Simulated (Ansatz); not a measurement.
**Two structures, one formula**

Two relaxed structures of CH4NSi (charge +1), singlet (PBE0-D4/def2-TZVP; forces vanish, vibrations not checked).

A:

```xyz
7
angstrom
C -0.7745 -0.4763 -0.3716
Si 0.4271 -0.1897 0.9800
N 0.0649 0.4422 -0.6578
H -1.5988 -0.8702 -0.9609
H 0.1644 1.0192 -1.4934
H 0.0394 0.6977 2.0816
H 1.6087 -1.0552 1.0581
```

B:

```csv
atom,x (Å),y (Å),z (Å)
C1,-0.6605,-0.8234,-0.3025
Si2,0.1725,0.6851,-0.9083
N3,0.0603,0.1710,0.6062
H4,-1.7428,-0.8502,-0.2075
H5,0.7519,1.8079,-1.6684
H6,0.1663,0.1283,1.6095
H7,-0.1833,-1.7936,-0.4122
```

Computed with Ansatz 0.2.0 (basis: def2-TZVPP); correlated methods freeze the cores. B3LYP uses VWN-RPA correlation.

Problem. Which structure is lower at CCSD(T), and by how much? (An estimate is asked for; the value comes from the calculation.)

Solution. Computed: A, by 93.6 kJ/mol (electronic energy, against the other). By their contacts, A is CH₄NSi ([CH]1[NH][SiH2]1), total charge +1 and B is CH₄NSi ([CH2]1[NH][SiH]1), total charge +1.

All methods give the same order:

| method | E(B) − E(A) (kJ/mol) |
| --- | --- |
| PBE-D4 | 75.8 |
| r2SCAN-D4 | 85.5 |
| PBE0-D4 | 84.9 |
| B3LYP-D4 | 89.4 |
| wB97M-V | 91.7 |
| HF | 128.3 |
| MP2 | 87.6 |
| CCSD | 98.1 |
| CCSD(T) | 93.6 |

No T1 diagnostic of these runs exceeds 0.019.

Labels in which every atom is bracketed show which atoms are joined, not bond orders.

For scale, one of the runs: CCSD(T)/def2-TZVPP, 160 basis functions, launched by `ansatz run in.yaml --threads 2 --pin off --events-out ev --progress --plain --max-ram 4352MiB`. Hardware: 2 CPU threads of an Arm Neoverse V1, shared host. Wall time 18 s; peak host memory 1.1 GiB.
